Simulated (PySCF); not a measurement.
C5H10O.
Atom-mapped SMILES: `[CH2:1]=[C:2]([CH2:3][CH3:4])[CH2:5][OH:6]` (hydrogens: H7, H8 on C1; H9, H10 on C3; H11, H12, H13 on C4; H14, H15 on C5; H16 on O6)

The same species was optimised twice, with GFN2-xTB and with PBE0-D3(BJ)/def2-SVP (PySCF), and the same property calculations (PySCF, gas phase) were run on both structures.

```json
{"coordinate": "C1=C2 (Å)", "GFN2-xTB": "1.323", "PBE0-D3(BJ)/def2-SVP": "1.337", "change": "+0.014"}
{"coordinate": "C5–O6 (Å)", "GFN2-xTB": "1.405", "PBE0-D3(BJ)/def2-SVP": "1.395", "change": "-0.010"}
{"coordinate": "C3–C4 (Å)", "GFN2-xTB": "1.530", "PBE0-D3(BJ)/def2-SVP": "1.528", "change": "-0.002"}
{"coordinate": "C2–C5 (Å)", "GFN2-xTB": "1.509", "PBE0-D3(BJ)/def2-SVP": "1.508", "change": "-0.001"}
{"coordinate": "C2–C3 (Å)", "GFN2-xTB": "1.504", "PBE0-D3(BJ)/def2-SVP": "1.506", "change": "+0.002"}
{"coordinate": "C2–C3–C4 (°)", "GFN2-xTB": "111.4", "PBE0-D3(BJ)/def2-SVP": "113.2", "change": "+1.8"}
{"coordinate": "C1–C2–C5 (°)", "GFN2-xTB": "122.3", "PBE0-D3(BJ)/def2-SVP": "121.3", "change": "-1.0"}
{"coordinate": "C1–C2–C3 (°)", "GFN2-xTB": "122.6", "PBE0-D3(BJ)/def2-SVP": "123.1", "change": "+0.5"}
{"coordinate": "C3–C2–C5 (°)", "GFN2-xTB": "115.1", "PBE0-D3(BJ)/def2-SVP": "115.6", "change": "+0.5"}
{"coordinate": "C2–C5–O6 (°)", "GFN2-xTB": "115.0", "PBE0-D3(BJ)/def2-SVP": "115.2", "change": "+0.2"}
{"coordinate": "C1–C2–C3–C4 (°)", "GFN2-xTB": "95", "PBE0-D3(BJ)/def2-SVP": "98", "change": "+3"}
{"coordinate": "C1–C2–C5–O6 (°)", "GFN2-xTB": "-12", "PBE0-D3(BJ)/def2-SVP": "-12", "change": "0"}
```

Rotational constants: A = 5868, B = 2236, C = 1878 MHz (GFN2-xTB) against A = 5844, B = 2222, C = 1851 MHz (PBE0-D3(BJ)/def2-SVP). Point groups within 0.08 Å: C1 and C1.

On the GFN2-xTB structure: lowest singlet, TDDFT (eV) 6.67 [PBE0/def2-SVPD]; lowest triplet, Tamm–Dancoff (eV) 4.39 [PBE0/def2-SVPD]; isotropic polarisability (au) 66.5 [PBE0/def2-SVPD]; HOMO (eV) -7.25 [PBE0/def2-SVPD]; LUMO (eV) 0.26 [PBE0/def2-SVPD]; dipole (D) 1.84 [PBE0/def2-SVPD].

Question: What do these properties become on the PBE0-D3(BJ)/def2-SVP structure?

Answer: 
```csv
property,level,on GFN2-xTB,on PBE0-D3(BJ)/def2-SVP,change
"lowest singlet, TDDFT (eV)",PBE0/def2-SVPD,6.67,6.61,-0.06
"lowest triplet, Tamm–Dancoff (eV)",PBE0/def2-SVPD,4.39,4.27,-0.12
isotropic polarisability (au),PBE0/def2-SVPD,66.5,67.6,+1.1
HOMO (eV),PBE0/def2-SVPD,-7.25,-7.20,+0.05
LUMO (eV),PBE0/def2-SVPD,0.26,0.20,-0.06
dipole (D),PBE0/def2-SVPD,1.84,1.81,-0.03
"energy, GFN2-xTB geometry as zero (kcal/mol)",PBE0/def2-SVPD,0.0,-0.8,-0.8
```

The heavy atoms differ by 0.030 Å rms after alignment. Among bonds between heavy atoms C1=C2 changes most (+0.014 Å). Changes are differences of the printed values. Neither structure is proved a minimum here.

The values belong to the conformer `[CH2:1]=[C:2]([CH2:3][CH3:4])[CH2:5][OH:6]`: C1–C2–C3–C4 98°, C1–C2–C5–O6 -12°, H–O6–C5–C2 -58°.
